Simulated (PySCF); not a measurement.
Oxygen: a sound run and one with changed settings

Sound run: O [He] 2s2 2p4, O⁺ [He] 2s2 2p3. Calculation: PySCF 2.14, in 6-31G*; no relativity, point nucleus. The sound run starts from symmetry-adapted Hartree-Fock orbitals and uses a fine grid where one is needed.

Changed run: 26 angular points. This setting is unsound on purpose.

```
species  method  sound run (hartree)  changed run (hartree)  converged
      O     UHF            -74.78318              -74.78318        yes
      O    PBE0            -74.98386              -74.98332        yes
      O     PBE            -74.97241              -74.97172        yes
     O⁺     UHF            -74.34108              -74.34108        yes
     O⁺    PBE0            -74.47896              -74.47896        yes
     O⁺     PBE            -74.46270              -74.46270        yes
```

Ionisation energy of O:

| method | sound run (eV) | changed run (eV) |
| --- | --- | --- |
| UHF | 12.030 | 12.030 |
| PBE0 | 13.739 | 13.724 |
| PBE | 13.870 | 13.851 |

A coarse angular grid integrates products of high-l functions wrongly, so density functionals can shift, and the SCF can exploit the error; Hartree-Fock and MP2 need no grid.

For comparison, NIST gives 13.618 eV between the lowest levels.
